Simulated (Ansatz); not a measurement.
Saddle point of Si2H7F, closed shell (Si₂H₆ ([SiH3][SiH3]) + HF → SiH₃F ([F][SiH3]) + SiH₄; bonds formed: Si1–F7, Si2–H6; bonds broken: Si1–Si2, H6–F7), PBE0-D4/def2-TZVP structure:

```
atom    x (Å)    y (Å)    z (Å)
 Si1  -0.9508   0.7042  -0.3045
 Si2   0.9260  -0.9900   0.1434
  H3  -1.2460  -0.5238  -1.1293
  H4  -2.1086   0.7833   0.6091
  H5  -0.7696   1.7587  -1.3227
  H6   0.5195   0.6932   0.7108
  F7   0.0893   1.7777   0.9577
  H8   2.1390  -0.9395   1.0109
  H9   0.0548  -2.1021   0.5922
 H10   1.3463  -1.1619  -1.2677
```

Energies are electronic, without zero-point energy. Barriers and step energies count from the start structure reached by relaxing down the imaginary mode; all methods use the PBE0-D4 structures, on which another method's saddle can fall below an end. Computed with Ansatz 0.2.0 (basis: def2-TZVPP, with def2-QZVPP for the basis limit); correlated methods freeze the cores. B3LYP uses VWN-RPA correlation. Extrapolation: Hartree–Fock as exp(−7.88 √X), correlation as X^−2.97.

```tsv
method	barrier (eV)	step energy (eV)
SPW92	1.057	-0.900
PBE-D4	1.347	-0.967
BLYP-D4	1.488	-1.209
r2SCAN-D4	?	-1.182
B97M-V	?	-1.218
PBE0-D4	1.571	-1.043
B3LYP-D4	1.648	-1.256
r2SCAN0-D4	1.622	-1.202
BHLYP-D4	1.882	-1.363
CAM-B3LYP-D4	1.665	-1.333
wB97X-V	?	-1.246
wB97M-V	1.602	-1.283
B2PLYP	1.697	-1.330
PBE-QIDH	1.704	-1.190
RPA on PBE	1.731	-1.312
HF	2.428	-1.628
MP2	1.701	-1.314
CCSD	1.906	-1.300
CCSD(T)	1.784	-1.251
```

(1) Fill in the withheld barriers. (To be estimated.)

No T1 diagnostic of these runs exceeds 0.015. The end structure is not quite a true minimum (one mode of 35i cm⁻¹).

## Answers

(1) Computed: B97M-V 1.616; r2SCAN-D4 1.450; wB97X-V 1.669 eV. Each is the energy of the saddle less that of the start structure, by the same method.

For comparison, the barrier by CCSD(T) at an estimated basis limit (MP2 extrapolated from triple and quadruple zeta, plus CCSD(T) − MP2 in triple zeta) is 1.747 eV.

Labels in which every atom is bracketed show which atoms are joined, not bond orders.

For scale, one of the runs: CCSD(T)/def2-TZVPP, 213 basis functions, launched by `ansatz run in.yaml --threads 4 --pin off --events-out ev --progress --plain --max-ram 9574MiB`. Time: 35 s of wall clock on 4 CPU threads of an Arm Neoverse V1; the host was shared. Peak host memory: 2.9 GiB.
